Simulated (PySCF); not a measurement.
Compound: 2-hydroxyprop-2-enal, C3H4O2.
Atom-mapped SMILES: `[CH2:1]=[C:2]([OH:3])[CH:4]=[O:5]` (hydrogens: H6, H7 on C1; H8 on O3; H9 on C4)

Theory: TDDFT CAM-B3LYP/def2-SVPD, vertical, gas phase, core orbitals frozen in the response in PySCF. One conformer (not necessarily the lowest) at the PBE0-D3(BJ)/def2-SVP geometry, without solvent, vibrations or thermal averaging. Torsions of this conformer, `[CH2:1]=[C:2]([OH:3])[CH:4]=[O:5]`: C1–C2–C4–O5 180°, H–O3–C2–C1 180°.

Orbital energies (eV): HOMO-3 -12.58, HOMO-2 -12.54, HOMO-1 -9.95, HOMO -8.83, LUMO -1.01, LUMO+1 1.23, LUMO+2 1.88.

Problem. Among the lowest singlets, which states do these configurations lead, and at what energies: HOMO-2→LUMO, HOMO-3→LUMO, HOMO→LUMO, HOMO→LUMO+2, HOMO-1→LUMO, HOMO→LUMO+1?

Solution. 

```json
{"state": "S1", "leading configuration": "HOMO-1→LUMO", "weight": "0.96", "Δε (eV)": "8.94", "E (eV)": "4.26", "E − Δε (eV)": "-4.68", "f": "0.0005", "other configurations": "–"}
{"state": "S2", "leading configuration": "HOMO→LUMO", "weight": "0.97", "Δε (eV)": "7.82", "E (eV)": "5.09", "E − Δε (eV)": "-2.72", "f": "0.238", "other configurations": "–"}
{"state": "S3", "leading configuration": "HOMO→LUMO+1", "weight": "0.93", "Δε (eV)": "10.06", "E (eV)": "6.97", "E − Δε (eV)": "-3.09", "f": "0.014", "other configurations": "–"}
{"state": "S4", "leading configuration": "HOMO-3→LUMO", "weight": "0.91", "Δε (eV)": "11.57", "E (eV)": "7.53", "E − Δε (eV)": "-4.04", "f": "0.0019", "other configurations": "–"}
{"state": "S5", "leading configuration": "HOMO→LUMO+2", "weight": "0.94", "Δε (eV)": "10.71", "E (eV)": "7.65", "E − Δε (eV)": "-3.05", "f": "0.016", "other configurations": "–"}
{"state": "S9", "leading configuration": "HOMO-2→LUMO", "weight": "0.70", "Δε (eV)": "11.53", "E (eV)": "8.28", "E − Δε (eV)": "-3.25", "f": "0.228", "other configurations": "H-1→L+1 (11%)"}
```

E − Δε runs from -4.68 to -2.72 eV. By orbital difference alone the order would be S2, S1, S3, S5, S9, S4. Δε is the difference of the two orbital energies.

H and L stand for HOMO and LUMO. The other states: S6 7.92 eV, f 0.036, H-1→L+1 (36%), H→L+4 (28%), H-2→L (22%); S7 8.02 eV, f 0.058, H→L+4 (59%), H-1→L+1 (31%); S8 8.15 eV, f 0.0014, H→L+3 (87%); S10 8.57 eV, f 0.0000, H-4→L (75%), H-1→L+4 (13%).

Problem. Which computed triplets share their leading configuration (75% or more) with a singlet, and how far apart are the partners?

Solution. 

```
configuration  triplet  E(T) (eV)  singlet  E(S) (eV)  E(S) − E(T) (eV)
    HOMO→LUMO       T1       3.02       S2       5.09             +2.08
  HOMO-1→LUMO       T2       3.71       S1       4.26             +0.54
```

The 4 triplets are Tamm–Dancoff values, the singlets full response.

Summed over the main configurations (up to three a state, each over 8%) of all 10 singlets, the electron leaves HOMO with weight 4.59, HOMO-1 with weight 1.88, HOMO-2 with weight 0.91 and HOMO-3 with weight 0.91.

The vertical ionisation energy (ΔSCF) is 9.83 eV, 1.26 eV above S10.
